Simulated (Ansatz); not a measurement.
# H6NOSi: the cost of one run

The runs use Ansatz 0.2.0, Gaussian basis; PBE0-D4 structure, single points in def2-TZVPPD.

Levels: PBE-D4, revPBE-D4, BLYP-D4, r2SCAN-D4, B97M-V, PBE0-D4, B3LYP-D4, HSE06-D4, wB97X-V, wB97M-V, B2PLYP, Hartree-Fock, MP2, CCSD, CCSD(T). The reference is CCSD(T) extrapolated to the basis limit.

Correlated methods freeze the cores. B3LYP uses VWN-RPA correlation. B2PLYP carries no dispersion term here.

176 further runs of the same task are left out: 176 set aside as unsound or not needed. Runs told in other sessions of the task aren't counted.

### 1 Starting geometry

The pair, from a GFN2-xTB docking trial: 9 atoms, charge -1, spin multiplicity 1.

Atoms are counted from 1 here; the program's logs count them from 0.

Bond lengths: O1–H2 0.955 Å, O1–Si3 1.679 Å, Si3–N4 1.778 Å, Si3–H5 1.561 Å, Si3–H6 1.636 Å, Si3–H7 1.516 Å, N4–H8 1.010 Å, N4–H9 1.010 Å. Angles: H2–O1–Si3 113.0°, O1–Si3–N4 119.4°, O1–Si3–H5 85.9°, O1–Si3–H6 92.6°, O1–Si3–H7 119.1°, N4–Si3–H5 92.1°, N4–Si3–H6 88.4°, N4–Si3–H7 121.5°, H5–Si3–H6 178.4°, H5–Si3–H7 92.1°, H6–Si3–H7 88.9°, Si3–N4–H8 112.7°, Si3–N4–H9 112.6°, H8–N4–H9 107.6°.

Geometry (Å):

| atom | x (Å) | y (Å) | z (Å) |
| --- | --- | --- | --- |
| O1 | 0.50240 | 0.23830 | -1.72240 |
| H2 | -0.19560 | 0.69500 | -2.18640 |
| Si3 | 0.31440 | 0.27340 | -0.05420 |
| N4 | -0.66560 | -0.97960 | 0.74020 |
| H5 | 1.59630 | -0.61510 | -0.00450 |
| H6 | -1.03010 | 1.20080 | -0.15050 |
| H7 | 0.98330 | 1.37860 | 0.73980 |
| H8 | -1.39370 | -0.59280 | 1.32310 |
| H9 | -0.11130 | -1.59860 | 1.31490 |

Atoms 1 to 2 are fragment A (HO−), the rest fragment B (SiNH₅).

### 2 A first relaxation in a small basis

File pre/in.yaml:

```yaml
crystal:
  periodic: [false, false, false]
  atoms:
    - {symbol: O, position_ang: [0.502400, 0.238300, -1.722400]}
    - {symbol: H, position_ang: [-0.195600, 0.695000, -2.186400]}
    - {symbol: Si, position_ang: [0.314400, 0.273400, -0.054200]}
    - {symbol: N, position_ang: [-0.665600, -0.979600, 0.740200]}
    - {symbol: H, position_ang: [1.596300, -0.615100, -0.004500]}
    - {symbol: H, position_ang: [-1.030100, 1.200800, -0.150500]}
    - {symbol: H, position_ang: [0.983300, 1.378600, 0.739800]}
    - {symbol: H, position_ang: [-1.393700, -0.592800, 1.323100]}
    - {symbol: H, position_ang: [-0.111300, -1.598600, 1.314900]}
basis:
  gaussian: {orbitals: def2-SVPD}
total_charge: -1
hamiltonian: {xc: pbe, dispersion: d4}
relax: {f_tol: 0.03, max_steps: 250}
```

Launch:

```bash
$ ansatz run in.yaml --threads 4 --pin off --events-out ev --progress --plain --max-ram 9574MiB
```

**Question.** How long does this run take on 4 threads of AMD EPYC 9R45, shared host?

About 3.2 s.
